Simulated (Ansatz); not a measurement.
# SO+ (quartet): RPA-PBE over a scan of the distance O1–S2, 6-31G

Aim: run SO+ (quartet) with these functionals over a scan of the distance O1–S2, and hold them against the top wave-function level at the same points.

Method: 6-31G, all electrons in the functionals, frozen cores in the correlation of double hybrids and RPA; program: Ansatz 0.2.0, Gaussian basis.

Plan: RPA-PBE, at 1.284 Å; 1.513 Å; 1.643 Å; 1.818 Å; 1.989 Å; 2.314 Å; 2.688 Å; 3.035 Å; 3.589 Å; 4.409 Å; 5.611 Å.

28 further runs of the same task are left out: 5 for a known fault of the program, 17 that didn't finish, 6 set aside as unsound or not needed. Runs told in other sessions of the task aren't counted.

**1. The system**

The geometry derives from a PBE0/def2-TZVP stationary point (not a proven minimum). One bond is set to the value named and the two fragments are kept rigid.

2 atoms, charge 1, spin multiplicity 4.

Atoms are counted from 1 here; the program's logs count them from 0.

Bond lengths: O1–S2 1.643 Å.

No dispersion term is added.

The geometry shown and the zero of energy belong to the point 1.643 Å. The yardstick, FCI, and other wave-function levels (R restricted, U unrestricted, valence and pair active spaces) come from earlier runs.

**2. RPA-PBE, 1.284 Å**

The input, in.yaml:

```yaml
crystal:
  periodic: [false, false, false]
  atoms:
    - {symbol: O, position_ang: [0.000000, 0.000000, 0.000000]}
    - {symbol: S, position_ang: [0.000000, 0.000000, 1.284000]}
basis:
  gaussian: {orbitals: 6-31G}
total_charge: 1
magnetization: {spin_polarized: true, initial_magnetization: 3}
hamiltonian: {xc: {name: PBE}}
correlation: {method: rpa, electrons: outside_noble_gas}
```

Command:

```console
$ ansatz run in.yaml --threads 1 --pin off --events-out ev --progress --plain --max-ram 2393MiB
```

Further steps of the session: RPA-PBE, 1.513 Å; RPA-PBE, 1.643 Å; RPA-PBE, 1.818 Å; RPA-PBE, 1.989 Å; RPA-PBE, 2.314 Å; RPA-PBE, 2.688 Å; RPA-PBE, 3.035 Å; RPA-PBE, 3.589 Å; RPA-PBE, 4.409 Å; RPA-PBE, 5.611 Å.

Q: Predict the results of all the runs planned. Wanted: span of the FCI curve; largest miss, RPA-PBE.

**Answer**, as computed:

| quantity | value |
| --- | --- |
| span of the FCI curve | 173.1 kcal/mol |
| largest miss, RPA-PBE | +17.1 kcal/mol (2.688 Å) |

RPA-PBE strays by up to 17.1 kcal/mol, at 2.688 Å. RPA-PBE clearly breaks the spin symmetry at some points (⟨S²⟩ up to 1.00 above the pure value), so energy there is bought with a mixed spin. Functionals and the yardstick converge differently with the basis, so part of each miss in 6-31G is the basis.
